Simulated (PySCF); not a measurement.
Stepwise substitution at one centre (Si F-SH). All species are isolated molecules in the gas phase. One relaxed conformer stands for each flexible species; it need not be the lowest. Strings in code marks are SMILES.

The HOMO–LUMO gap from two functionals at the same geometries (PBE0-D3(BJ)/def2-TZVP), both in PySCF: PBE-D3(BJ)/def2-TZVP and TPSSh-D3(BJ)/def2-TZVP. 

```
species                                                                                PBE-D3(BJ)/def2-TZVP (eV)  TPSSh-D3(BJ)/def2-TZVP (eV)
-------------------------------------------------------------------------------------  -------------------------  ---------------------------
0 of 4 F replaced by SH (`F[Si](F)(F)F`)                                                                   10.06                        11.72
1 of 4 F replaced by SH (`F[Si](F)(F)S`)                                                                    6.13                         7.32
2 of 4 F replaced by SH (`F[Si](S)(F)S` (S–Si–S–H torsion 49°, S–Si–S–H torsion 49°))                       5.62                         6.75
3 of 4 F replaced by SH (`F[Si](S)(S)S`)                                                                    5.33                         6.46
4 of 4 F replaced by SH (`S[Si](S)(S)S`)                                                                    5.02                         6.15
```

Over these rows, drawn at random from the members with no instability flagged (it was tested for open shells, ions and some series alone), PBE minus TPSSh-D3(BJ): mean -1.25 eV, from -1.66 eV to -1.13 eV.
